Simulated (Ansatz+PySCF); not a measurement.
# singlet CH3(+): levels of theory in one basis

```xyz
4

C     0.0000    0.0000    0.0000
H     1.0157    0.0000    0.0000
H    -0.5079    0.8797    0.0000
H    -0.5079   -0.8797    0.0000
```

Basis set: def2-SVP (spherical functions). Frozen core: 1 orbital. Charge 1, multiplicity 1.

Computed with Ansatz (development build ahead of 0.2.0); each method stands on the lowest determinant of its kind that the runs found. NEVPT2 correlates all electrons. Active spaces start from the frontier orbitals, and the lowest solution found is given.

```json
{"method": "RHF", "E − E(RHF) (eV)": "0.00", "<S²> of the determinant": "0.00"}
{"method": "RHF-MP2", "E − E(RHF) (eV)": "-2.84", "<S²> of the determinant": "–"}
{"method": "RHF-CCSD", "E − E(RHF) (eV)": "-3.44", "<S²> of the determinant": "–"}
{"method": "RHF-CCSD(T)", "E − E(RHF) (eV)": "-3.49", "<S²> of the determinant": "–"}
{"method": "CASSCF(6,7)", "E − E(RHF) (eV)": "-1.58", "<S²> of the determinant": "–"}
```

**Question.** What does SC-NEVPT2(6,7) give on the same scale?

**Answer.** -3.02 eV. NEVPT2 here correlates all electrons, so it doesn't share the others' frozen core.

**Question.** Is a single determinant a sound starting point here?

**Answer.** By this sign, yes. Unrestricted orbitals gain 0.00 eV and <S²> is 0.00 against 0.00 for a pure state. The CASSCF(6,7) natural occupations are 1.99, 1.98, 1.98, 0.01, 0.01, 0.01, 0.01.
